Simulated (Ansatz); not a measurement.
Predicting a hybrid from its neighbours: C2HO (ethynyloxy radical)

The species is C2HO (4 atoms), meant as a doublet with charge 0. As SMILES, `C#C[O]`. The coordinates come from a PBE0-D4/def2-TZVP relaxation.

The electronic atomisation energy y, in eV, basis cc-pVTZ; a is the functional's share of exact exchange. Programs: Ansatz 0.2.0.

| functional | program | a | y (eV) |
| --- | --- | --- | --- |
| U-r2SCAN | Ansatz | 0 | 18.71 |
| UPBE | Ansatz | 0 | 19.53 |
| UB3LYP | Ansatz | 0.2 | 18.38 |
| UPBE0 | Ansatz | 0.25 | ? |
| UBHLYP | Ansatz | 0.5 | 17.18 |

Question: Fit y = c + s·a to the known rows and predict UPBE0.

Answer: 
1. Means of the 4 rows: a = 0.1750, y = 18.450.
2. Σ(Δa)² = 0.1675, Σ(Δa·Δy) = -0.649, so the slope is -0.649/0.1675 = -3.8746.
3. Intercept: 18.450 − (-3.8746) × 0.1750 = 19.128. The largest residual of the fit is 0.42.
4. UPBE0: 19.128 + (-3.8746) × 0.25 = 18.16 eV.

The run gave 18.58 eV, so the prediction is off by -0.42 eV, about the scatter of the fit. The rows mix families of semi-local functionals, which the line can't see.
